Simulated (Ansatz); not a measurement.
# C2H7NOS2: the cost of one run

Method: RKS PBE-D4/def2-SVP, in Ansatz 0.2.0.

## Step 1: The starting structure

Bond lengths: C1–N2 1.435 Å, N2–C3 1.417 Å, C3–O4 1.494 Å, C3–S5 1.815 Å, S5–S6 2.070 Å, C1–H7 1.115 Å, C1–H8 1.122 Å, C1–H9 1.045 Å, N2–H10 1.000 Å, C3–H11 1.115 Å, O4–H12 0.973 Å, S6–H13 1.294 Å. Angles (14 of 18 angles, heavy atoms first): C1–N2–C3 110.4°, N2–C3–O4 108.1°, N2–C3–S5 115.2°, O4–C3–S5 107.6°, C3–S5–S6 104.5°, C1–N2–H10 107.4°, C3–N2–H10 105.5°, N2–C1–H7 107.0°, N2–C1–H8 109.2°, N2–C1–H9 117.0°, N2–C3–H11 113.1°, O4–C3–H11 105.6°, S5–C3–H11 106.7°, C3–O4–H12 97.0°.

As a file:

```xyz
13

C    -1.6388   -0.9155   -0.0432
N    -0.4706   -0.3635   -0.6679
C     0.6192   -0.3630    0.2372
O     1.8778   -0.1949   -0.5503
S     0.5787    0.9469    1.4935
S     0.8011    2.7033    0.4205
H    -2.4518   -0.9056   -0.8066
H    -2.0060   -0.2060    0.7446
H    -1.5476   -1.8686    0.3750
H    -0.2051   -0.9841   -1.4053
H     0.7349   -1.3276    0.7841
H     1.6373    0.6437   -0.9805
H     2.0914    2.8001    0.4138
```

## Step 2: Relaxing end A

The input, input.yaml:

```yaml
crystal:
  periodic: [false, false, false]
  atoms:
    - { symbol: C, position_ang: [-1.6388, -0.9155, -0.0432] }
    - { symbol: "N", position_ang: [-0.4706, -0.3635, -0.6679] }
    - { symbol: C, position_ang: [0.6192, -0.363, 0.2372] }
    - { symbol: O, position_ang: [1.8778, -0.1949, -0.5503] }
    - { symbol: S, position_ang: [0.5787, 0.9469, 1.4935] }
    - { symbol: S, position_ang: [0.8011, 2.7033, 0.4205] }
    - { symbol: H, position_ang: [-2.4518, -0.9056, -0.8066] }
    - { symbol: H, position_ang: [-2.006, -0.206, 0.7446] }
    - { symbol: H, position_ang: [-1.5476, -1.8686, 0.375] }
    - { symbol: H, position_ang: [-0.2051, -0.9841, -1.4053] }
    - { symbol: H, position_ang: [0.7349, -1.3276, 0.7841] }
    - { symbol: H, position_ang: [1.6373, 0.6437, -0.9805] }
    - { symbol: H, position_ang: [2.0914, 2.8001, 0.4138] }
basis:
  gaussian: { orbitals: def2-SVP }
hamiltonian:
  xc: pbe
  dispersion: d4
relax:
  f_tol: 0.02
  max_steps: 50
output:
  orbitals: {}
```

Run with:

```
> ansatz run input.yaml --threads 2 --pin off --max-ram 3072MiB --backend cpu --events-out ev --progress --plain --runs-dir out
```

**Question.** How long does this run take on 2 threads of Arm Neoverse V1, shared host, and how much memory does it need?

About 32 s, with a peak of 0.18 GiB.
